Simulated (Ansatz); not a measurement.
# AlSiH3 (triplet): wave-function methods side by side at a displaced geometry (v2), cc-pVDZ

The task here is to estimate one member of a computed series from the others.

Program: Ansatz 0.2.0, Gaussian basis. Level of theory: cc-pVDZ, core rule «outside noble gas», up to 10 orbitals frozen. These are calculated values, not measurements.

To be run: UHF; CCSD(T) on ROHF; CCSD(T) on UHF; BCCD(T) on ROHF; CISD; CCSDT(Q) on ROHF; CCSDT(Q) on UHF.

25 further runs of the same task are left out: 2 for a known fault of the program, 7 that didn't finish, 16 set aside as unsound or not needed.

## What is computed

The geometry is a PBE0/def2-TZVP stationary point (not a proven minimum) with its atoms shifted at random (size 0.100 Å).

5 atoms, charge 0, spin multiplicity 3.

Atoms are counted from 1 here; the program's logs count them from 0.

Bond lengths: Si1–Al2 2.377 Å, Si1–H3 1.476 Å, Si1–H4 1.565 Å, Al2–H5 1.565 Å. Angles: Al2–Si1–H3 128.9°, Al2–Si1–H4 121.2°, H3–Si1–H4 109.3°, Si1–Al2–H5 123.5°.

Set-up of the first run:

in.yaml

```yaml
crystal:
  periodic: [false, false, false]
  atoms:
    - {symbol: Si, position_ang: [0.080077, 0.049346, 1.126440]}
    - {symbol: Al, position_ang: [-0.084797, -0.094662, -1.240622]}
    - {symbol: H, position_ang: [-0.008176, 1.243515, 1.990085]}
    - {symbol: H, position_ang: [0.074932, -1.235391, 2.019911]}
    - {symbol: H, position_ang: [-0.028126, 1.150872, -2.187221]}
basis:
  gaussian: {orbitals: cc-pVDZ}
magnetization: {spin_polarized: true, initial_magnetization: 2}
hamiltonian: {xc: hf}
output: {orbitals: {seedname: orbitals}}
```

Launch:

```
> ansatz run in.yaml --threads 1 --pin off --events-out ev --progress --plain --max-ram 2393MiB
```

Among the steps run: UHF; CCSD(T) on ROHF; CCSD(T) on UHF; BCCD(T) on ROHF; CISD; CCSDT(Q) on ROHF; CCSDT(Q) on UHF.

One of the session's tables, all rows but one given; the rest of the session is left out.

It belongs to the step «Misses and costs». 

```
   method  from UCCSDT(Q) (kcal/mol)
     ROHF                    +113.69
      UHF                    +111.26
     RMP2                     +27.04
     UMP2                     +27.34
     CISD                          ?
    RCCSD                      +3.88
    UCCSD                      +3.81
 RCCSD(T)                      +0.93
 UCCSD(T)                      +0.93
  BCCD(T)                      +0.91
   RCCSDT                      +0.14
   UCCSDT                      +0.13
RCCSDT(Q)                      +0.01
UCCSDT(Q)                          0
```

**Question.** Estimate the row for CISD.

As computed: from UCCSDT(Q) (kcal/mol): +11.68. In the column «from UCCSDT(Q) (kcal/mol)» it lies between RCCSD (+3.88) and RMP2 (+27.04).

Caveats from the session: Restricted and unrestricted rows rest on different reference determinants; where their highest levels disagree by more than a few hundredths of an eV, they describe different states and don't form one ladder.
